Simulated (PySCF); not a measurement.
# NaAl: from the state search to spectroscopic constants

What are the lowest state that PBE0 finds, the bond length, vibrational wavenumber and bond energy of NaAl, and how much do these hang on the method?

Computed with PySCF 2.14.0. Level: Na aug-pcseg-1, Al aug-pcseg-1, no relativity.

## (1) Set-up

Settings of the job:

| Property | Result |
| --- | --- |
| atoms | Na, Al |
| charge | 0 |
| basis | Na aug-pcseg-1, Al aug-pcseg-1 |
| Hamiltonian | no relativity |
| basis functions | 41 |
| electrons treated | 24 |
| masses in u | 22.9898, 26.9815 |
| levels | PBE0, PBE, r²SCAN, M06-L, TPSSh, B97-3, ωB97X, HF, MP2, SCS-MP2, CCSD, CCSD(T) |
| grid | 80 radial by 434 angular points |
| occupations | held fixed by the projection of orbital angular momentum |
| dissociation limit | Na + Al, each in its ground configuration |
| starting distance in angstrom | 2.770 |
| values of 2S to try | 0, 2 |

Command:

```bash
$ OMP_NUM_THREADS=1 python dia.py task.json out
```

After this run come: First curve: PBE0; Higher solutions at PBE0; PBE; r²SCAN; M06-L (meta-GGA); TPSSh (hybrid meta-GGA); B97-3; ωB97X; RHF; Adding correlation.

Q: Predict the outcome of this session. Wanted: for each run, Re; ωe; De; μ.

**Answer**, as computed:

Lowest PBE0 solution found, without spin–orbit coupling: ¹Σ⁺ (singlet), closed shell. State 2 has its PBE0 minimum 0.10 eV higher. State 3 has its PBE0 minimum 0.27 eV higher, as a spin-mixed determinant (⟨S²⟩ = 1.01), so this is no gap between pure states. The other levels ran on the lowest alone.

```csv
level,Re (Å),ωe (cm⁻¹),De (eV),μ (D)
RHF,3.243,183.8,-0.119,-4.09
RHF-MP2,3.238,177.2,0.399,n/a
RHF-SCS-MP2,3.245,174.8,0.439,n/a
RHF-CCSD,3.264,163.8,0.58,n/a
RHF-CCSD(T),3.271,160.6,0.63,n/a
PBE,3.176,180.3,0.83,-2.28
r²SCAN,3.194,181.6,0.64,-2.88
M06-L,3.165,177.6,0.87,-3.24
TPSSh,3.198,182.6,0.79,-3.31
PBE0,3.165,187.1,0.71,-2.99
B97-3,3.151,188.8,0.88,-2.65
ωB97X,3.117,199.3,0.75,-4.14
```

De is counted to Na + Al in their ground configurations. A positive dipole means Na(−)Al(+).

In words: The methods spread over 0.154 Å in bond length, from ωB97X to RHF-CCSD(T). CCSD(T) can't serve as the judge here: for a weak bond in this basis it is far from its limit. Among the levels with a De in the table, it runs from -0.119 eV (RHF) to 0.88 eV (B97-3).

Correlated steps freeze 6 core orbitals. A negative De means that the minimum lies above the separated atoms at that level.
